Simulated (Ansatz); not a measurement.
C2HF, SMILES `C#CF`. Total charge 0; spin multiplicity 1. Geometry: relaxed with PBE0-D4/def2-TZVP.

```xyz
4

C    -0.477    0.433    0.075
C     0.400   -0.363   -0.063
F     1.334   -1.211   -0.210
H    -1.258    1.142    0.198
```

Question: What is the dipole moment at r2SCAN/def2-TZVPP? (Estimate.)

Answer: Computed: 0.43 D, with components (-0.32, 0.29, 0.05) D in this frame, pointing from negative to positive charge.

Question: And with PBE, B3LYP, ωB97M-V? (Estimate.)

Answer: Computed: PBE 0.38 D, B3LYP 0.55 D, ωB97M-V 0.55 D.

Question: Give the Mulliken charges with r2SCAN, B3LYP, ωB97M-V in def2-TZVPP. (Best estimate.)

Answer: Computed: 
```
atom  r2SCAN  B3LYP  ωB97M-V
  C1   -0.25  -0.14    -0.18
  C2    0.15   0.02     0.08
  F3   -0.13  -0.13    -0.14
  H4    0.23   0.25     0.24
```

B3LYP here is the variant with VWN-RPA as its local correlation; programs differ in this.
